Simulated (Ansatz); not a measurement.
# KRe₃W: from a trial structure to a relaxed crystal

Computed with DFT PBE, scalar-relativistic, plane waves, PAW in Ansatz. Cutoff 420 eV, Γ-centred k mesh, Gaussian smearing, no spin polarisation in the final step.

The start puts KRe₃W on the cubic perovskite structure type (Pm-3m, No. 221), with K in place of Sr, W in place of Ti, Re in place of O, at a guessed volume.

```
K Re W
1.0
     4.49374    0.00000    0.00000
     0.00000    4.49374    0.00000
     0.00000    0.00000    4.49374
K Re W
1 3 1
Direct
  0.00000 0.00000 0.00000
  0.00000 0.50000 0.50000
  0.50000 0.00000 0.50000
  0.50000 0.50000 0.00000
  0.50000 0.50000 0.50000
```

Cell and atoms relax at zero pressure; the relaxation can't lower the symmetry of the start. After a coarse first stage the cell is made exact in the group found at 0.06 Å.

Formation energies are uncorrected and refer to the elements' standard structures at the same level.

Problem. What does it relax into?

Solution. It keeps Pm-3m (No. 221). The result still has the cubic perovskite structure. Conventional cell: a = 4.851 Å. Around K lie 12 Re at 3.43 Å; Re has 2 W at 2.43 Å; W has 6 Re at 2.43 Å.

```cif
data_structure
_symmetry_space_group_name_H-M 'Pm-3m'
_symmetry_Int_Tables_number 221
_cell_length_a 4.8513
_cell_length_b 4.8513
_cell_length_c 4.8513
_cell_angle_alpha 90.000
_cell_angle_beta 90.000
_cell_angle_gamma 90.000
_cell_volume 114.17
loop_
_atom_site_label
_atom_site_type_symbol
_atom_site_symmetry_multiplicity
_atom_site_Wyckoff_symbol
_atom_site_fract_x
_atom_site_fract_y
_atom_site_fract_z
_atom_site_occupancy
K1 K 1 a 0.00000 0.00000 0.00000 1
Re1 Re 3 c 0.00000 0.50000 0.50000 1
W1 W 1 b 0.50000 0.50000 0.50000 1
```

Problem. What are its volume, energy, density and gap?

Solution. The volume per atom is 22.83 Å³, the density is 11.37 g/cm³ and the energy over the elements is 2.27 eV/atom. The gap on the 8×8×8 mesh is 0 eV (a metal).

The final run used a 8×8×8 mesh on its 5-atom cell and 0.10 eV smearing. For metals, differences of a few meV/atom aren't resolved. Spin–orbit coupling is left out. A structure relaxed within its symmetry needn't be a true minimum.

Cost: 3 runs of about 0.96 core-minutes in all, on Arm Neoverse V1 (shared hosts).